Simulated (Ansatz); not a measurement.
BH4O (charge -1), SMILES [BH3-]O, a composite energy at a relaxed geometry

Program: the Python package of Ansatz (0.2.0).

Run as a notebook:

```python
import itertools

import ansatz as az
from ase import Atoms
from ase.data import atomic_numbers, covalent_radii
import numpy as np
```

```python
atoms = Atoms(["B", "O", "H", "H", "H", "H"], positions=[
    [-0.3682, 0.0013, -0.0155],
    [0.9809, -0.4455, -0.4005],
    [-0.4886, 1.1676, -0.2345],
    [-1.1771, -0.5984, -0.6517],
    [-0.5515, -0.2102, 1.144],
    [1.6045, 0.0851, 0.1583],
])
molecule = az.Crystal.molecule_from_ase(atoms)
```

```python
model = (
    molecule.calculation()
    .basis(gaussian="def2-SVP")
    .functional("r2SCAN")
    .charge(-1)
)
symbols = [site.symbol for site in molecule.cartesian_sites]
start = np.array([site.position_ang for site in molecule.cartesian_sites], dtype=float)
rep = model.relax(force_tolerance=0.01, max_steps=100).run(threads=1, pin="off").report
end = np.array(rep["positions_ang"])
# pairs closer than 1.2 times the sum of covalent radii, before or after
radius = [covalent_radii[atomic_numbers[s]] for s in symbols]
span = lambda where, i, j: np.linalg.norm(where[i] - where[j])
bonded = [(i, j) for i, j in itertools.combinations(range(len(symbols)), 2) if min(span(start, i, j), span(end, i, j)) < 1.2 * (radius[i] + radius[j])]
print("pair        before    after (A)")
for i, j in bonded:
    print(f"{symbols[i]}{i}-{symbols[j]}{j}".ljust(10), f"{span(start, i, j):8.4f} {span(end, i, j):8.4f}")
for first, second in list(itertools.combinations(bonded, 2)):
    shared = set(first) & set(second)
    if shared and symbols[(j := shared.pop())] != "H":
        i, k = sorted((set(first) | set(second)) - {j})
        u, v = end[i] - end[j], end[k] - end[j]
        angle = np.degrees(np.arccos(np.clip(u @ v / np.linalg.norm(u) / np.linalg.norm(v), -1, 1)))
        print(f"final angle {symbols[i]}{i}-{symbols[j]}{j}-{symbols[k]}{k}: {angle:.2f} deg")
```

    pair        before    after (A)
    B0-O1        1.4724   1.4933
    B0-H2        1.1928   1.2756
    B0-H3        1.1911   1.2561
    B0-H4        1.1928   1.2756
    O1-H5        0.9913   0.9633
    final angle O1-B0-H2: 113.24 deg
    final angle O1-B0-H3: 108.66 deg
    final angle O1-B0-H4: 113.24 deg
    final angle B0-O1-H5: 105.34 deg
    final angle H2-B0-H3: 107.39 deg
    final angle H2-B0-H4: 106.62 deg
    final angle H3-B0-H4: 107.39 deg

```python
minimum = az.Crystal.molecule()
for symbol, place in zip(symbols, end):
    minimum = minimum.atom(symbol, place.tolist())
at_minimum = minimum.calculation().charge(-1)
# MP2 extrapolated to the basis limit, plus the small-basis difference CCSD(T) - MP2
level = lambda method, basis: at_minimum.basis(gaussian=basis).correlation(method).run(threads=1, pin="off").report
small, large, cluster = level("mp2", "cc-pVDZ"), level("mp2", "cc-pVTZ"), level("ccsd_t", "cc-pVDZ")
corr = lambda each: (each["free_energy_ev"] - each["reference_energy_ev"]) / 27.211386246
mp2_limit = (27 * corr(large) - 8 * corr(small)) / 19
pieces = {"HF / cc-pVTZ": large["reference_energy_ev"] / 27.211386246, "MP2 correlation, DZ-TZ limit": mp2_limit, "CCSD(T) - MP2 / cc-pVDZ": corr(cluster) - corr(small)}
for name, value in pieces.items():
    print(f"{name:32s} {value:14.6f} Ha")
print(f"{'sum':32s} {sum(pieces.values()):14.6f} Ha")
print("T1 diagnostic", round(cluster["correlation"]["coupled_cluster"]["t1_diagnostic"], 4))
```

    HF / cc-pVTZ                        -101.915495 Ha
    MP2 correlation, DZ-TZ limit          -0.434155 Ha
    CCSD(T) - MP2 / cc-pVDZ               -0.034343 Ha
    sum                                 -102.383993 Ha
    T1 diagnostic 0.0099

Notes:
- Total energies depend on the basis set; only differences at equal settings carry meaning.
- The sum leaves out core correlation, relativity, the Hartree-Fock basis error and zero-point energy; a DZ-TZ extrapolation is rough.
- Inner cores stay frozen, so this is valence correlation.
- An extrapolation from small basis sets is rough.
- Anions want diffuse functions, which this basis lacks.
- Hardware and time: 9.4 s on 1 thread of Arm Neoverse V2 (shared host), peak memory 0.22 GiB.

(A comment or docstring line of the script was reworded after the run, the code is as it ran; lines on the test bed's own set-up are left out of the output.)
